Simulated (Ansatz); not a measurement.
For 1T (CdI2-type) PtSe₂, RPBE (Ansatz, an electronic-structure program, plane waves, PAW) gives:

```
Quantity              Result
-------------------  -------
lattice constant a   3.779 Å
lattice parameter c  7.868 Å
```

What does HSE06-D3(BJ) (PAW; Ansatz) give for the same quantities?


- lattice constant a: 3.717 Å (drops by 1.6 %)
- lattice parameter c: 4.781 Å (decreases by 39 %)

For comparison: lattice constant a 3.727 Å (measured, temperature not stated, not corrected to a static lattice; as tabulated in Björkman (2014), arXiv:1406.2436); lattice parameter c 5.074 Å (measured, temperature not stated, zero-point anharmonic expansion removed (computed with revB86b-DF2); no thermal correction; as tabulated in Björkman (2014), arXiv:1406.2436).

Changes are worked out from the printed values.

Unless a cell is named, each level is at its own relaxed cell (RPBE 32.43, HSE06-D3(BJ) 19.07 Å³/atom).

Levels without +SOC leave out spin–orbit coupling, which shifts energies and cells of such heavy elements.

Caveats: exact exchange on metals is sensitive to the k mesh and can open a false gap (HSE06-D3(BJ)); for a layered or molecular solid the relaxed cell lies over 5 % above the published volume, where the minimum can be shallow (RPBE); the cell comes from a level without a dispersion term, which matters for the spacing of layers, chains or molecules (RPBE); the run warned that the count of filled bands differs between k points (HSE06-D3(BJ)). Ansatz's density-functional and Hartree–Fock values are scalar-relativistic unless marked +SOC, with PAW data made under PBE.
